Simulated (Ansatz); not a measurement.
Al2H, quartet in 6-31G: errors against full CI

Geometry: a point of a stretch scan, not a stationary point.

```xyz
3

Al    0.0000    0.0000    0.5439
Al    0.0000    0.0000   -2.6711
H     0.0000    0.0000    2.1272
```

Basis 6-31G; Ansatz 0.2.0. Correlated methods freeze the noble-gas cores, which leaves 7 electrons in 18 orbitals. R marks a restricted (for open shells ROHF) determinant, U an unrestricted one. Active spaces: pair = (5e, 5o) about the gap; valence = (7e, 9o) chosen from the atoms' valence shells.

Full CI is exact within this basis and frozen core; it isn't the basis-set limit. The frozen core follows each run's orbitals, which can shift R against U totals by a few meV.

Coupled cluster chose its determinant by a search with trial CCSD, here up to 0.24 eV above the lowest Hartree–Fock solution of its kind, and MP2 stands on that determinant too.

```
UHF ⟨S²⟩                            : 3.801
⟨S²⟩ of the determinant under UCCSD : 3.791
T1 diagnostic (RCCSD)               : 0.0544
largest doubles amplitude (RCCSD)   : 0.227
T1 diagnostic (UCCSD)               : 0.0412
```

```
    level  E − E(determinant under the R cluster runs) (eV)
     RMP2                                           -1.4831
     UMP2                                           -1.5039
    RCCSD                                           -2.3140
   UCCSD*                                           -2.3161
 RCCSD(T)                                           -2.3965
UCCSD(T)*                                           -2.3948
```

Estimate how far full CI in 6-31G lies from RCCSD(T). The table doesn't fix it; the size of (T) and the diagnostics are the guide.

Full CI in 6-31G lies 55 meV below RCCSD(T), which is 67 % of the (T) step (-82 meV). T1 is raised, a doubles amplitude is large, and the rest is a large part of (T). The miss exceeds 1 kcal/mol.

The other levels:

| level | E − E(full CI) (meV) | share of correlation (%) | wall time |
| --- | --- | --- | --- |
| BCCD(T) | 68 | 97.24 | 2 s |
| RCCSDT | 15 | 99.38 | – |
| UCCSDT* | 16 | 99.35 | – |
| RCCSDT(Q) | 5 | 99.78 | 4.1 s |
| UCCSDT(Q)* | 6 | 99.75 | 4.5 s |
| RCCSDTQ | 0 | 99.98 | 19 s |
| UCCSDTQ* | 0 | 99.98 | 20 s |
| CASSCF (valence space) | 500 | 79.60 | – |
| NEVPT2 (valence space) | 167 | 93.18 | 2.4 s |
| NEVPT4(SD) (valence space) | 30 | 98.79 | 3.4 s |
| MRCISD (valence space) | 15 | 99.38 | – |
| MRCISD+Q (valence space) | 4 | 99.83 | 3.6 s |

An asterisk marks runs whose energy the program itself flagged as in doubt.

The correlation energy at full CI, counted from the determinant under the R cluster runs, is -2.452 eV. That run took 7 s on 1 thread of AMD EPYC 7B13, shared host over 331,072 determinants.

Run but not shown, since their state, orbitals or frozen core can't be matched to the reference's or they repeat it: RHF, UHF, CISD, CISDTQ, CASSCF (pair space), MRCISD (pair space), MRCISD+Q (pair space).

Times hold each run's SCF and search for its determinant on a shared host, so for small cases they say little of a method's own cost; they ran on 1 thread of AMD EPYC 7B13. Some runs computed forces too.

The full-CI state has the irrep A2 of C2v, in the program's axes (one component, if the state is degenerate).

Natural occupations of full CI about the gap: 1.951 1.887 1.009 0.924 0.924 0.098 0.098 0.058 0.023 0.007; effectively unpaired electrons, Σ n²(2−n)², 3.12.
